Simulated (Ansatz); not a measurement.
# P₂+ (doublet): one species, many methods

The task here is to estimate one member of a computed series from the others.

The runs use Ansatz 0.2.0, Gaussian basis; functionals in def2-TZVPP, the program's frozen cores in correlated methods.

Plan: LDA (SPW92), PBE-D4, revPBE-D4, BLYP-D4, r2SCAN-D4, B97M-V, PBE0-D4, B3LYP-D4, r2SCANh-D4, r2SCAN0-D4, HSE06-D4, BHLYP-D4, CAM-B3LYP-D4, LC-ωPBE, ωB97X-V, ωB97M-V, B2PLYP, PBE-QIDH; CCSD(T)/def2-SVP; CCSD(T)/def2-TZVPP; CCSD(T)/def2-QZVPP; extrapolation to the limit; RPA on PBE.

### Structure used throughout

The geometry comes from an earlier relaxation with PBE0-D4 in a triple-zeta def2 set; it is a stationary point.

SMILES `P#[P+]`, 2 atoms, charge 1, spin multiplicity 2.

Atoms are counted from 1 here; the program's logs count them from 0.

Bond lengths: P1–P2 1.966 Å.

As a file:

```xyz
2

P    -0.8351    0.2992   -0.4230
P     0.8351   -0.2992    0.4230
```

The first run:

The input, in.yaml:

```yaml
crystal:
  periodic: [false, false, false]
  atoms:
    - {symbol: P, position_ang: [-0.835142, 0.299211, -0.422965]}
    - {symbol: P, position_ang: [0.835142, -0.299211, 0.422965]}
basis:
  gaussian: {orbitals: def2-TZVPP}
total_charge: 1
magnetization: {spin_polarized: true, initial_magnetization: 1}
hamiltonian: {xc: lda}
output: {orbitals: {seedname: orbitals}}
```

Run with:

```bash
> ansatz run in.yaml --threads 2 --pin off --events-out ev --progress --plain --max-ram 32768MiB --backend cpu
```

Among the steps run: LDA; PBE-D4 (GGA); revPBE-D4 (GGA); BLYP-D4 (GGA); r2SCAN-D4 (meta-GGA); B97M-V (meta-GGA); B3LYP-D4 (hybrid); r2SCANh-D4 (hybrid); r2SCAN0-D4 (hybrid); HSE06-D4 (hybrid); BHLYP-D4 (hybrid); CAM-B3LYP-D4 (range-separated); LC-ωPBE (range-separated); ωB97X-V (range-separated); ωB97M-V (range-separated); B2PLYP (double hybrid); PBE-QIDH (double hybrid).

One of the session's tables, all rows but one given; the rest of the session is left out.

It belongs to the step «Orbital energies across the functionals». Levels are read from the orbital files that the runs wrote (highest filled and lowest empty over both spins):

```
  functional  HOMO (eV)  LUMO (eV)  gap (eV)
 LDA (SPW92)     -14.03     -14.03      0.01
      PBE-D4     -13.95     -13.64      0.31
   revPBE-D4     -13.92     -13.54      0.38
     BLYP-D4     -13.74     -13.53      0.21
   r2SCAN-D4     -14.23     -13.33      0.90
      B97M-V     -14.16     -13.36      0.80
     PBE0-D4     -14.94     -12.53      2.41
    B3LYP-D4     -14.69     -12.83      1.86
  r2SCANh-D4     -14.58     -12.93      1.66
  r2SCAN0-D4     -15.11     -12.32      2.79
    HSE06-D4     -14.54     -12.93      1.61
    BHLYP-D4     -15.71     -11.38      4.33
CAM-B3LYP-D4          ?          ?         ?
     LC-ωPBE     -17.49      -9.92      7.57
     ωB97X-V     -17.13     -10.33      6.80
     ωB97M-V     -16.84     -10.36      6.48
```

**Question.** Estimate the row for CAM-B3LYP-D4.

The run gave: HOMO (eV): -16.11; LUMO (eV): -11.31; gap (eV): 4.80. In the column «HOMO (eV)» it lies between ωB97M-V (-16.84) and BHLYP-D4 (-15.71).
